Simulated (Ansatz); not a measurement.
**AlSiH₃ (triplet): wave-function methods side by side at distance Al1–H4 along a hydrogen transfer = 1.654 Å, cc-pVDZ**

Aim: climb from Hartree-Fock through coupled cluster and multireference methods for AlSiH₃ (triplet) at one geometry and basis, and see what each rung misses.

Method: cc-pVDZ, core rule «outside noble gas», up to 10 orbitals frozen; program: Ansatz 0.2.0, Gaussian basis.

To be run: UHF; CCSD(T) on ROHF; CCSD(T) on UHF; BCCD(T) on ROHF; CISD; CCSDT(Q) on ROHF; CCSDT(Q) on UHF; CASSCF and MRCISD+Q, 4 electrons in 4 orbitals; CASSCF and NEVPT2, 4 electrons in 4 orbitals.

15 further runs of the same task are left out: 9 for a known fault of the program, 1 for a mislabelled method, 5 that didn't finish.

### 1 The geometry

The geometry derives from fragments relaxed apart (PBE0/def2-TZVP) and kept rigid, so it is no stationary point. A hydrogen atom is moved between rigid fragments.

5 atoms, charge 0, spin multiplicity 3.

Atoms are counted from 1 here; the program's logs count them from 0.

Bond lengths: Al1–H2 1.586 Å, Al1–H3 1.586 Å, Al1–H4 1.654 Å. Angles: H2–Al1–H3 120.0°, H2–Al1–H4 120.0°, H3–Al1–H4 120.0°.

### 2 UHF

Input file in.yaml:

```yaml
crystal:
  periodic: [false, false, false]
  atoms:
    - {symbol: Al, position_ang: [-1.695280, 0.000000, 0.000000]}
    - {symbol: H, position_ang: [-2.488204, 1.373384, 0.000000]}
    - {symbol: H, position_ang: [-2.488204, -1.373384, 0.000000]}
    - {symbol: H, position_ang: [-0.041280, 0.000000, 0.000000]}
    - {symbol: Si, position_ang: [1.808720, 0.000000, 0.000000]}
basis:
  gaussian: {orbitals: cc-pVDZ}
magnetization: {spin_polarized: true, initial_magnetization: 2}
hamiltonian: {xc: hf}
output: {orbitals: {seedname: orbitals}}
```

On the command line:

```bash
$ ansatz run in.yaml --threads 1 --pin off --events-out ev --progress --plain --max-ram 2393MiB
```

After this run come: CCSD(T) on ROHF; CCSD(T) on UHF; BCCD(T) on ROHF; CISD; CCSDT(Q) on ROHF; CCSDT(Q) on UHF; CASSCF and MRCISD+Q, 4 electrons in 4 orbitals; CASSCF and NEVPT2, 4 electrons in 4 orbitals.

Q: Predict the results of all the runs planned. Wanted: UCCSDT(Q) below the RHF energy; RMP2 from UCCSDT(Q); UMP2 from UCCSDT(Q); RCCSD from UCCSDT(Q); RCCSD(T) from UCCSDT(Q); UCCSD(T) from UCCSDT(Q); RCCSDT(Q) from UCCSDT(Q); NEVPT2 pair from UCCSDT(Q); MRCISD+Q pair from UCCSDT(Q).

As calculated:

```
                         quantity                                                                  value
   UCCSDT(Q) below the RHF energy                                                             -4.9284 eV
              RMP2 from UCCSDT(Q)                                                            +1254.7 meV
              UMP2 from UCCSDT(Q)                                                            +1269.1 meV
             RCCSD from UCCSDT(Q)                                                             +133.2 meV
          RCCSD(T) from UCCSDT(Q)                                                              +34.9 meV
          UCCSD(T) from UCCSDT(Q)                                                              +34.8 meV
         RCCSDT(Q) from UCCSDT(Q)                                                               +0.3 meV
       NEVPT2 pair from UCCSDT(Q)                                                            +1235.9 meV
     MRCISD+Q pair from UCCSDT(Q)                                                              -12.9 meV
levels within 1 kcal/mol (43 meV)  RCCSD(T), UCCSD(T), BCCD(T), RCCSDT, UCCSDT, RCCSDT(Q), MRCISD+Q pair
                    T1 diagnostic                                                                  0.022
```

In words: RCCSD(T) lands +34.9 meV from the yardstick (0.7 % of the correlation energy). Of the multireference levels listed MRCISD+Q pair comes nearest in total energy (-12.9 meV), which doesn't show that its space is the better one. These misses are within one basis, not against nature; the frozen cores of restricted and unrestricted runs differ, which can shift their rows.
